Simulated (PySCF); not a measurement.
# C4H6: electronic excitations at several levels of theory, part 2 of 2

PySCF 2.14.0. Atoms count from 0. Earlier steps stand in the parts before.

## (10) Ultraviolet spectrum: PBE0/aug-cc-pVDZ

Job settings and geometry (Å):

```
{"job": {"kind": "uv", "xc": "PBE0", "basis": "aug-cc-pVDZ"}, "charge": 0, "multiplicity": 1}
C      1.619844     0.305379    -0.858871
C      0.734507    -0.078985     0.070564
C     -0.706309     0.064425    -0.065324
C     -1.595947    -0.323171     0.858593
H      1.293102     0.763258    -1.797983
H      2.694800     0.177585    -0.713786
H      1.094391    -0.532946     1.001999
H     -1.063894     0.522727    -0.995594
H     -2.669701    -0.191531     0.705880
H     -1.276146    -0.783506     1.798944
```

With the program's defaults for keys left out, this is: TDDFT PBE0/aug-cc-pVDZ, vertical, gas phase, core orbitals frozen in the response.

Standard output:

```text
coarse grid: 8064 points
cycle   1  E = -155.7773595660  dE =  3.013e-01  |g| = 2.930e-01  |ddm| = 1.067e+01
cycle   2  E = -155.7795789668  dE = -2.219e-03  |g| = 2.854e-01  |ddm| = 2.351e+00
cycle   3  E = -155.8030999676  dE = -2.352e-02  |g| = 2.770e-02  |ddm| = 9.202e-01
cycle   4  E = -155.8031364643  dE = -3.650e-05  |g| = 2.588e-02  |ddm| = 1.008e-01
cycle   5  E = -155.8033102261  dE = -1.738e-04  |g| = 1.362e-03  |ddm| = 6.722e-02
cycle   6  E = -155.8033107102  dE = -4.841e-07  |g| = 1.191e-04  |ddm| = 4.120e-03
final grid: 77064 points
cycle   7  E = -155.8094254920  dE = -1.773e-05  |g| = 6.038e-03  |ddm| = 2.040e-01
cycle   8  E = -155.8094252886  dE =  2.034e-07  |g| = 6.148e-03  |ddm| = 5.084e-02
cycle   9  E = -155.8094360978  dE = -1.081e-05  |g| = 8.259e-04  |ddm| = 1.991e-02
cycle  10  E = -155.8094362745  dE = -1.768e-07  |g| = 1.075e-04  |ddm| = 1.935e-03
cycle  11  E = -155.8094362776  dE = -3.036e-09  |g| = 1.152e-05  |ddm| = 4.098e-04
cycle  12  E = -155.8094362776  dE = -4.167e-11  |g| = 1.545e-06  |ddm| = 7.462e-05
converged SCF energy = -155.8094362776

Static polarisability (au): isotropic 57.228, principal 36.936 45.892 88.855

Singlet excitations
state   eV       nm        f      main configurations
  1   5.6908    217.9   0.65215   H->L 0.95
  2   5.9622    208.0   0.00000   H->L+1 0.98
  3   6.2114    199.6   0.00067   H->L+2 0.54, H->L+3 0.44
  4   6.3056    196.6   0.03956   H->L+3 0.54, H->L+2 0.44
  5   6.7479    183.7   0.00001   H->L+4 0.84, H-1->L 0.15
  6   7.0887    174.9   0.00000   H->L+6 0.77, H->L+5 0.21
  7   7.1086    174.4   0.00034   H-2->L 0.98
  8   7.1294    173.9   0.00000   H->L+5 0.77, H->L+6 0.21
  9   7.6343    162.4   0.03148   H->L+7 0.95
 10   7.7707    159.6   0.00000   H-1->L 0.77, H->L+4 0.14

Triplet excitations (Tamm-Dancoff, eV): 3.1074 5.0450 5.8979 6.1652
```

Run time: 11 s. Hardware: 1 thread of Arm Neoverse V1, shared host; peak memory 0.55 GiB.

This run: HOMO -6.80 eV, LUMO -0.95 eV; lowest singlet 5.69 eV.

## (11) Ultraviolet spectrum: PBE0/def2-TZVPD

Same as in step 10 but for these lines:

```diff
@@ -1,2 +1,2 @@
-{"job": {"kind": "uv", "xc": "PBE0", "basis": "aug-cc-pVDZ"}, "charge": 0, "multiplicity": 1}
+{"job": {"kind": "uv", "xc": "PBE0", "basis": "def2-TZVPD"}, "charge": 0, "multiplicity": 1}
 C      1.619844     0.305379    -0.858871
```

With the program's defaults for keys left out, this is: TDDFT PBE0/def2-TZVPD, vertical, gas phase, core orbitals frozen in the response.

Standard output:

```text
coarse grid: 8064 points
cycle   1  E = -155.8288667240  dE =  2.772e-01  |g| = 3.246e-01  |ddm| = 2.996e+00
cycle   2  E = -155.8303588701  dE = -1.492e-03  |g| = 3.195e-01  |ddm| = 8.845e-01
cycle   3  E = -155.8580167448  dE = -2.766e-02  |g| = 3.140e-02  |ddm| = 3.949e-01
cycle   4  E = -155.8580048243  dE =  1.192e-05  |g| = 3.299e-02  |ddm| = 6.388e-02
cycle   5  E = -155.8582768662  dE = -2.720e-04  |g| = 1.550e-03  |ddm| = 2.763e-02
cycle   6  E = -155.8582774248  dE = -5.586e-07  |g| = 2.568e-04  |ddm| = 5.225e-03
final grid: 77064 points
cycle   7  E = -155.8484970848  dE = -3.508e-05  |g| = 5.992e-03  |ddm| = 1.580e-01
cycle   8  E = -155.8484969269  dE =  1.578e-07  |g| = 5.914e-03  |ddm| = 1.453e-02
cycle   9  E = -155.8485062274  dE = -9.300e-06  |g| = 7.316e-04  |ddm| = 7.167e-03
cycle  10  E = -155.8485063441  dE = -1.167e-07  |g| = 2.983e-04  |ddm| = 9.350e-04
cycle  11  E = -155.8485063661  dE = -2.198e-08  |g| = 1.576e-05  |ddm| = 3.555e-04
cycle  12  E = -155.8485063662  dE = -6.190e-11  |g| = 2.000e-06  |ddm| = 7.620e-05
converged SCF energy = -155.8485063662

Static polarisability (au): isotropic 56.975, principal 36.395 46.286 88.245

Singlet excitations
state   eV       nm        f      main configurations
  1   5.7709    214.8   0.68034   H->L 0.97
  2   6.3527    195.2   0.00000   H->L+1 0.99
  3   6.5718    188.7   0.00015   H->L+2 0.75, H->L+3 0.24
  4   6.7002    185.0   0.05186   H->L+3 0.74, H->L+2 0.24
  5   6.9353    178.8   0.00001   H->L+4 0.73, H-1->L 0.27
  6   7.1136    174.3   0.00034   H-2->L 0.99
  7   7.6327    162.4   0.00000   H->L+5 0.98
  8   7.9741    155.5   0.00000   H-1->L 0.69, H->L+4 0.25
  9   8.0676    153.7   0.00000   H->L+6 0.82, H-3->L 0.11
 10   8.2372    150.5   0.00000   H-3->L 0.83, H->L+6 0.10

Triplet excitations (Tamm-Dancoff, eV): 3.1014 5.0521 6.2597 6.4955
```

Wall time 17 s (1 thread of Arm Neoverse V1, shared host); peak memory 0.73 GiB.

This run: HOMO -6.82 eV, LUMO -0.94 eV; lowest singlet 5.77 eV.

## (12) TDDFT and polarisability: PBE0/6-31+G*

Same as in step 11 but for these lines:

```diff
@@ -1,2 +1,2 @@
-{"job": {"kind": "uv", "xc": "PBE0", "basis": "def2-TZVPD"}, "charge": 0, "multiplicity": 1}
+{"job": {"kind": "uv", "xc": "PBE0", "basis": "6-31+G*"}, "charge": 0, "multiplicity": 1}
 C      1.619844     0.305379    -0.858871
```

With the program's defaults for keys left out, this is: TDDFT PBE0/6-31+G*, vertical, gas phase, core orbitals frozen in the response.

Standard output:

```text
coarse grid: 8064 points
cycle   1  E = -155.8012251229  dE =  2.951e-01  |g| = 3.058e-01  |ddm| = 3.179e+00
cycle   2  E = -155.8041915631  dE = -2.966e-03  |g| = 2.925e-01  |ddm| = 1.068e+00
cycle   3  E = -155.8289144994  dE = -2.472e-02  |g| = 2.821e-02  |ddm| = 5.885e-01
cycle   4  E = -155.8289682390  dE = -5.374e-05  |g| = 2.496e-02  |ddm| = 5.801e-02
cycle   5  E = -155.8291301874  dE = -1.619e-04  |g| = 1.307e-03  |ddm| = 2.902e-02
cycle   6  E = -155.8291306094  dE = -4.220e-07  |g| = 9.456e-05  |ddm| = 3.162e-03
final grid: 77064 points
cycle   7  E = -155.7935990049  dE = -1.452e-05  |g| = 5.923e-03  |ddm| = 4.075e-02
cycle   8  E = -155.7935992721  dE = -2.672e-07  |g| = 5.942e-03  |ddm| = 1.740e-02
cycle   9  E = -155.7936094170  dE = -1.014e-05  |g| = 7.411e-04  |ddm| = 9.577e-03
cycle  10  E = -155.7936095579  dE = -1.410e-07  |g| = 1.115e-04  |ddm| = 9.856e-04
cycle  11  E = -155.7936095611  dE = -3.219e-09  |g| = 9.526e-06  |ddm| = 1.929e-04
cycle  12  E = -155.7936095612  dE = -2.717e-11  |g| = 1.102e-06  |ddm| = 5.383e-05
converged SCF energy = -155.7936095612

Static polarisability (au): isotropic 53.093, principal 31.523 41.051 86.704

Singlet excitations
state   eV       nm        f      main configurations
  1   5.7405    216.0   0.67011   H->L 0.95
  2   6.3440    195.4   0.00000   H->L+1 0.98
  3   6.5882    188.2   0.00811   H->L+3 0.95
  4   6.6294    187.0   0.03353   H->L+2 0.95
  5   6.8265    181.6   0.00001   H->L+4 0.82, H-1->L 0.17
  6   7.2490    171.0   0.00031   H-2->L 0.98
  7   7.4070    167.4   0.00000   H->L+5 0.98
  8   7.7000    161.0   0.00000   H->L+7 0.86, H->L+6 0.11
  9   7.8163    158.6   0.03469   H->L+6 0.84, H->L+7 0.11
 10   7.8438    158.1   0.00000   H-1->L 0.75, H->L+4 0.16

Triplet excitations (Tamm-Dancoff, eV): 3.0976 5.0570 6.2552 6.4998
```

It took 5.3 s on 1 thread of Arm Neoverse V1, shared host; peak memory 0.43 GiB.

Key values: HOMO -6.75 eV, LUMO -0.88 eV; lowest singlet 5.74 eV.

## (13) Run by run: electronic excitations

Excitations and ground-state properties, with basis size and wall time:

| run | lowest singlet (eV) | brightest (eV) | f | gap (eV) | α (Å³) | μ (D) | functions | time |
| --- | --- | --- | --- | --- | --- | --- | --- | --- |
| BHandHLYP/def2-SVPD | 5.96 | 5.96 | 0.757 | 7.81 | 8.17 | 0.00 | 128 | 14 s |
| CAM-B3LYP/def2-SVPD | 5.93 | 5.93 | 0.715 | 8.25 | 8.18 | 0.00 | 128 | 16 s |
| wB97X-D/def2-SVPD | 5.94 | 5.94 | 0.717 | 9.44 | 8.22 | 0.00 | 128 | 14 s |
| LC-wPBE/def2-SVPD | 6.13 | 6.13 | 0.740 | 10.71 | 7.94 | 0.00 | 128 | 21 s |
| PBE0/6-31G* | 6.11 | 6.11 | 0.672 | 6.04 | 6.55 | 0.00 | 68 | 4.1 s |
| PBE0/def2-SVP | 6.03 | 6.03 | 0.687 | 5.99 | 6.99 | 0.00 | 86 | 5 s |
| PBE0/def2-TZVP | 5.83 | 5.83 | 0.678 | 5.90 | 7.91 | 0.00 | 160 | 12 s |
| PBE0/aug-cc-pVDZ | 5.69 | 5.69 | 0.652 | 5.85 | 8.48 | 0.00 | 146 | 11 s |
| PBE0/def2-TZVPD | 5.77 | 5.77 | 0.680 | 5.87 | 8.44 | 0.00 | 202 | 17 s |
| PBE0/6-31+G* | 5.74 | 5.74 | 0.670 | 5.87 | 7.87 | 0.00 | 84 | 5.3 s |

Measured dipole: 0.00 D (unstated (gas or solution; conformer average); Muller, Mokrushina, Arlt, J. Chem. Eng. Data 57 (2012) 1231, supporting information).

Measured polarisability: 8.88 Å³ (gas; NIST CCCBDB Release 22 (SRD 101), experimental polarizabilities).

## (14) Outcome

What follows sums up all 2 parts.

| quantity | value |
| --- | --- |
| point group | C2h |
| rotational constants (main isotopes) | 42.02, 4.42, 4.00 GHz |
| lowest singlet (BHandHLYP/def2-SVPD) | 5.96 eV (208 nm), f = 0.757 |
| lowest triplet | 3.07 eV |
| vertical ionisation energy (ΔSCF) | 8.70 eV |
| range of the lowest singlet | 5.69 to 6.13 eV |

**Reading.** Single values in the summary come from the first run of each kind that ended normally (BHandHLYP/def2-SVPD), which need not be the best level. The start was shaken at random, so part of the energy gained undoes that. Relaxing lowered the energy by 1.164 eV in 8 steps; the close pair that moved most is C2–C3, from 1.227 to 1.340 Å. No frequency check was run at this level, so the end point may be a saddle. The lowest computed triplet (3.07 eV, vertical) stands against 3.22 eV for the lowest triplet in the measured list; the two are paired by order alone, not by symmetry. At BHandHLYP/def2-SVPD, the highest states lie near or above the ionisation energy, where they hang on the basis. ΔSCF puts the ionisation energy at 8.70 eV, 1.06 eV above −ε(HOMO). The polarisability is 8 % below the measured 8.88 Å³. The lowest singlet runs from 5.69 eV (PBE0/aug-cc-pVDZ) to 6.13 eV (LC-wPBE/def2-SVPD), while the orbital gap spans 5.85 to 10.71 eV. The lowest state need not be the same one in every run. For the measured polarisability, PBE0/aug-cc-pVDZ misses least (0.40 Å³, 11 s) and PBE0/6-31G* most (2.33 Å³, 4.1 s). One molecule ranks no method: errors cancel, and vibration and temperature are missing from all runs.
